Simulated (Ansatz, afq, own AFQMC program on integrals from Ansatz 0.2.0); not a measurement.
Atomization energy of AlNH, doublet

| atom | x (Å) | y (Å) | z (Å) |
| --- | --- | --- | --- |
| Al | 0.0000 | 0.0000 | 0.0508 |
| N | 0.0000 | 0.0000 | -1.6818 |
| H | 0.0000 | 0.0000 | 1.6309 |

Connectivity, by distances: AlH–N.

Atoms in their ground-state spins without spin–orbit coupling (mostly on UHF) minus the molecule (UHF), without zero-point energy. The geometry is a stationary point, not shown to be a minimum.

Basis 6-31G. Noble-gas cores (and the filled d shells of Ga–Kr and In–Xe) are frozen. Integrals, coupled cluster, full CI and functionals: Ansatz 0.2.0; the random walks run on the same integrals in our own AFQMC program. ph-AFQMC/CISD is guided by a CISD state made of CCSD amplitudes; releasing the constraint for a short imaginary time cuts its bias at the price of noise, slowly where states lie close. Uncertainties: one standard error, sampling alone. The errors of all members are added in quadrature.

Full CI on the same integrals is exact in this basis and with this determinant's frozen core.

Errors are counted within 6-31G, not against nature.

Cautions: AlNH (doublet): strong correlation (T1 0.102, weight of the determinant 0.72, largest double 0.15), unrestricted determinant spin contaminated (⟨S²⟩ 1.34 against 0.75), the released energies have errors that jump between times, so the bars are unsure, so no released level is given (meV from the phaseless value at times in 1/Eh: -6 ± 3 at 0.24, -11 ± 3 at 0.51, 2 ± 21 at 0.99, -21 ± 4 at 1.62, -27 ± 4 at 2.40), though the last usable value meets full CI within the noise, the ph-AFQMC/CISD walk drifts between its halves (2.2 errors), its ph-AFQMC/CISD value lies 32 ± 5 meV above full CI.

Reference (full CI): 312.7 kJ/mol.

| level | atomization energy (kJ/mol) | error against FCI (kJ/mol) |
| --- | --- | --- |
| HF | 82.9 | -229.8 |
| MP2 | 233.5 | -79.2 |
| CCSD | 291.2 | -21.6 |
| CCSD(T) | 303.6 | -9.2 |
| ph-AFQMC/HF | 310.6 ± 2.5 | -2.1 ± 2.5 |
| ph-AFQMC/CISD | 309.7 ± 0.5 | -3.0 ± 0.5 |

Correlation beyond CCSD(T) adds 9.2 kJ/mol. The perturbative (T) step is worth +12.4 kJ/mol. Where the cautions show a poor determinant, the low rows tell how each method copes with it, not its usual error.

A walk keeps the symmetry of its determinant, which the program's search chose and which needn't be the lowest solution, so a lower state of the same spin and another symmetry isn't excluded.
